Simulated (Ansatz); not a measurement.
Working through a ladder of basis sets of CCl (charge -1)

With Ansatz's Python interface.

The cells in order, each with its output:

In [1]:
```python
import ansatz as az

XC = 'PBE0'
NET_CHARGE = -1
```

In [2]:
```python
GEOMETRY = '''
C     0.00000    0.00000    0.00000
Cl    0.00000    0.00000    1.78000
'''

ccl = az.Crystal.molecule()
for line in GEOMETRY.strip().splitlines():
    symbol, *xyz = line.split()
    ccl = ccl.atom(symbol, [float(v) for v in xyz])
```

In [3]:
```python
base = (
    ccl.calculation()
    .functional(XC)
    .charge(NET_CHARGE)
    .spin('collinear', total=2)
    .accuracy('medium')
)
```

In [4]:
```python
energies = {}
for basis in ['cc-pVDZ', 'cc-pVTZ']:
    report = base.basis(gaussian=basis).run(threads=1).report
    size = report['n_frozen'] + report['n_occupied'][0] + report['n_virtual'][0]
    energies[basis] = (report['reference_energy_ev'] / 27.211386246, report['free_energy_ev'] / 27.211386246)
    print(f'{basis:14s} {size:4d} orbitals  reference {energies[basis][0]:14.6f} Ha  total {energies[basis][1]:14.6f} Ha')
```
```text
cc-pVDZ          32 orbitals  reference    -497.972404 Ha  total    -497.972404 Ha
cc-pVTZ          64 orbitals  reference    -498.005308 Ha  total    -498.005308 Ha
```

In [5]:
```python
last = energies['cc-pVTZ'][1]
for basis, (_, total) in energies.items():
    print(f'{basis:14s} lies {27.211386 * (total - last):9.4f} eV above cc-pVTZ')
```
```text
cc-pVDZ        lies    0.8954 eV above cc-pVTZ
cc-pVTZ        lies    0.0000 eV above cc-pVTZ
```

Against cc-pVDZ: cc-pVTZ -32.9 mHa. The last step alone is -32.90 mHa. From the first set to the last the time grows from 0.6 to 0.7 s.

What to keep in mind:
- The settings weren't tested for convergence.
- The geometry is a force-field or estimated start, not a minimum of this method, and the last set is no limit. Much of the fall in a total is atomic energy, which cancels in bond and reaction energies.
- The species is open-shell (spin multiplicity 3).
- For Al to Cl the sets with a tight d function, cc-pV(X+d)Z, are usual.
- The spin state was assumed, and another may lie lower.
- Anions want diffuse functions, which this basis lacks.
- It ran for 1.6 s on 1 thread of Arm Neoverse V2 (shared host), peak memory 0.17 GiB.
